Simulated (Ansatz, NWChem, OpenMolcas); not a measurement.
## C2F3N (SMILES N#CC(F)(F)F): methods side by side

The species is C2F3N (6 atoms), meant as a singlet with charge 0. As SMILES, `N#CC(F)(F)F`. The coordinates come from a PBE0-D4/def2-TZVP relaxation.

Each level gives the HOMO–LUMO gap (eV). The values are calculated.

```tsv
level	kind	program	value (eV)	CPU time
HF/cc-pVDZ	Hartree–Fock	NWChem	18.27	51 s
TPSS/cc-pVDZ	meta-GGA	OpenMolcas	8.02	43 s
r2SCAN/cc-pVDZ	meta-GGA	Ansatz	8.37	18 s
BHLYP/cc-pVDZ	global hybrid	Ansatz	?	11 s
M06-2X/cc-pVDZ	hybrid meta-GGA	OpenMolcas	13.09	36 s
PBE0/cc-pVDZ	global hybrid	OpenMolcas	10.46	26 s
r2SCAN0/cc-pVDZ	hybrid meta-GGA	Ansatz	?	19 s
B2PLYP/cc-pVDZ	double hybrid	OpenMolcas	13.37	20 s
```

**Question.** Estimate what the levels marked ? give.

**Answer.** As computed at these levels: BHLYP/cc-pVDZ: 13.05 eV; r2SCAN0/cc-pVDZ: 10.81 eV. The values span 8.02 to 18.27 eV. Orbital gaps aren't excitation energies, and those of double hybrids come from the SCF part alone; they tend to grow with the share of exact exchange. Times are those of the runs behind each value, whatever else they computed, on shared processors of several kinds: orders of magnitude only.
